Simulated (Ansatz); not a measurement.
Ansatz (a first-principles code) job for difluoromethane cation (CH2F2), SMILES FCF (connectivity only; charge and spin as stated), charge +1, multiplicity 2, PBE-D3(BJ)/def2-TZVP. 

Ansatz 0.2 input:
```yaml
crystal:
  periodic: [false, false, false]
  atoms:
    - {symbol: F, position_ang: [-1.08686388, -0.00000000, 0.27247439]}
    - {symbol: C, position_ang: [0.00000000, 0.00000000, -0.40533433]}
    - {symbol: F, position_ang: [1.08686388, -0.00000000, 0.27247439]}
    - {symbol: H, position_ang: [0.00000000, -0.82443520, -1.23626649]}
    - {symbol: H, position_ang: [0.00000000, 0.82443520, -1.23626649]}
basis:
  gaussian:
    orbitals: def2-TZVP
hamiltonian:
  xc: pbe
  dispersion: d3bj
total_charge: 1
magnetization: {spin_polarized: true, initial_magnetization: 1}
relax: {f_tol: 0.002, max_steps: 200}
```

Output:

```
WARN ansatz: RAYON_NUM_THREADS=1 ignored (pool sized by the plan → 1); use --threads N
Functional definition: PBE
integrals: 0.02 GiB planned
580 factors; their error is unknown
mean field: 0.27 GiB planned
mean field evaluation 1: about -6479.4292 eV, gradient 5.3e1 eV
mean field evaluation 2: about -6452.4309 eV, gradient 1.0e2 eV
mean field evaluation 4: about -6487.2394 eV, gradient 7.7e0 eV
mean field evaluation 8: about -6487.4548 eV, gradient 2.1e-1 eV
mean field evaluation 16: about -6487.4431 eV, gradient 1.0e-3 eV
mean field -6487.44310500 eV, -238.4091367619 hartree, gradient 3.9e-5 eV, S^2 0.751963; 0 other end points of the search recorded, 0 dependent functions left out
the calculation of the forces begins
reference -6487.44312913 eV, -238.4091376488 hartree; 13, 12 occupied and 92, 93 virtual orbitals, 580 factors
relax step   1: F+E_penalty+E_count = -6487.48209680 eV  Δ(F+E_penalty+E_count) = +0.000e0 eV  max|allowed force component| = 6.685e-1 eV/Å  Δτ_max = 0.0000 Å  (31 SCF iters, accepted)
these checks for a lower state are left out or cut short: starts, cluster_reference, orbital_swaps, neighbouring_geometries, increment
integrals: 0.02 GiB planned
580 factors; their error is unknown
mean field: 0.27 GiB planned
mean field -6487.45324879 eV, -238.4095095395 hartree, gradient 1.7e-5 eV, S^2 0.751977; 0 other end points of the search recorded, 0 dependent functions left out
the calculation of the forces begins
reference -6487.45327286 eV, -238.4095104240 hartree; 13, 12 occupied and 92, 93 virtual orbitals, 580 factors
relax step   2: F+E_penalty+E_count = -6487.49221921 eV  Δ(F+E_penalty+E_count) = -1.012e-2 eV  max|allowed force component| = 3.675e-1 eV/Å  Δτ_max = 0.0087 Å  (32 SCF iters, accepted)
these checks for a lower state are left out or cut short: starts, cluster_reference, orbital_swaps, neighbouring_geometries, increment
integrals: 0.02 GiB planned
580 factors; their error is unknown
mean field: 0.27 GiB planned
mean field evaluation 32: about -6487.4562 eV, gradient 2.6e-3 eV
mean field -6487.45623606 eV, -238.4096193195 hartree, gradient 1.7e-5 eV, S^2 0.751986; 0 other end points of the search recorded, 0 dependent functions left out
the calculation of the forces begins
reference -6487.45626003 eV, -238.4096202003 hartree; 13, 12 occupied and 92, 93 virtual orbitals, 580 factors
relax step   3: F+E_penalty+E_count = -6487.49519028 eV  Δ(F+E_penalty+E_count) = -2.971e-3 eV  max|allowed force component| = 8.900e-2 eV/Å  Δτ_max = 0.0110 Å  (33 SCF iters, accepted)
these checks for a lower state are left out or cut short: starts, cluster_reference, orbital_swaps, neighbouring_geometries, increment
integrals: 0.02 GiB planned
580 factors; their error is unknown
mean field: 0.27 GiB planned
mean field -6487.45633420 eV, -238.4096229258 hartree, gradient 1.7e-5 eV, S^2 0.751978; 0 other end points of the search recorded, 0 dependent functions left out
the calculation of the forces begins
reference -6487.45635811 eV, -238.4096238048 hartree; 13, 12 occupied and 92, 93 virtual orbitals, 580 factors
relax step   4: F+E_penalty+E_count = -6487.49528776 eV  Δ(F+E_penalty+E_count) = -9.748e-5 eV  max|allowed force component| = 3.293e-2 eV/Å  Δτ_max = 0.0030 Å  (34 SCF iters, accepted)
these checks for a lower state are left out or cut short: starts, cluster_reference, orbital_swaps, neighbouring_geometries, increment
integrals: 0.02 GiB planned
580 factors; their error is unknown
mean field: 0.28 GiB planned
mean field -6487.45634528 eV, -238.4096233333 hartree, gradient 1.7e-5 eV, S^2 0.751980; 0 other end points of the search recorded, 0 dependent functions left out
the calculation of the forces begins
reference -6487.45636921 eV, -238.4096242126 hartree; 13, 12 occupied and 92, 93 virtual orbitals, 580 factors
relax step   5: F+E_penalty+E_count = -6487.49529940 eV  Δ(F+E_penalty+E_count) = -1.164e-5 eV  max|allowed force component| = 4.507e-2 eV/Å  Δτ_max = 0.0022 Å  (34 SCF iters, accepted)
these checks for a lower state are left out or cut short: starts, cluster_reference, orbital_swaps, neighbouring_geometries, increment
integrals: 0.02 GiB planned
580 factors; their error is unknown
mean field: 0.27 GiB planned
mean field -6487.45637649 eV, -238.4096244800 hartree, gradient 1.4e-5 eV, S^2 0.751977; 0 other end points of the search recorded, 0 dependent functions left out
the calculation of the forces begins
reference -6487.45640041 eV, -238.4096253590 hartree; 13, 12 occupied and 92, 93 virtual orbitals, 580 factors
relax step   6: F+E_penalty+E_count = -6487.49532997 eV  Δ(F+E_penalty+E_count) = -3.057e-5 eV  max|allowed force component| = 2.073e-3 eV/Å  Δτ_max = 0.0009 Å  (25 SCF iters, accepted)
these checks for a lower state are left out or cut short: starts, cluster_reference, orbital_swaps, neighbouring_geometries, increment
integrals: 0.02 GiB planned
580 factors; their error is unknown
mean field: 0.27 GiB planned
mean field -6487.45637681 eV, -238.4096244920 hartree, gradient 1.4e-5 eV, S^2 0.751977; 0 other end points of the search recorded, 0 dependent functions left out
the calculation of the forces begins
reference -6487.45640073 eV, -238.4096253710 hartree; 13, 12 occupied and 92, 93 virtual orbitals, 580 factors
relax step   7: F+E_penalty+E_count = -6487.49533016 eV  Δ(F+E_penalty+E_count) = -1.895e-7 eV  max|allowed force component| = 4.054e-4 eV/Å  Δτ_max = 0.0002 Å  (21 SCF iters, accepted)
integrals: 0.02 GiB planned
580 factors; their error is unknown
mean field: 0.27 GiB planned
mean field evaluation 64: about -6487.4672 eV, gradient 2.0e-1 eV
mean field -6487.45637681 eV, -238.4096244920 hartree, gradient 2.6e-5 eV, S^2 0.751977; 1 other end points of the search recorded, 0 dependent functions left out
the calculation of the forces begins
reference -6487.45640073 eV, -238.4096253710 hartree; 13, 12 occupied and 92, 93 virtual orbitals, 580 factors
Total energy: -6487.49535408 eV, -238.4110568801 hartree
Atom 0 at    -1.099129     0.000000     0.270513 Å, force     0.000405     0.000000    -0.000061 eV/Å
Atom 1 at     0.000000     0.000000    -0.417129 Å, force     0.000000    -0.000000     0.000239 eV/Å
Atom 2 at     1.099129    -0.000000     0.270513 Å, force    -0.000405     0.000000    -0.000061 eV/Å
Atom 3 at     0.000000    -0.844459    -1.228408 Å, force    -0.000000    -0.000342    -0.000059 eV/Å
Atom 4 at    -0.000000     0.844459    -1.228408 Å, force     0.000000     0.000342    -0.000059 eV/Å
Dipole moment:     0.000000    -0.000000    -0.713978 e Å
```

Self-consistency was reached.

Cost: roughly 14 core-seconds.
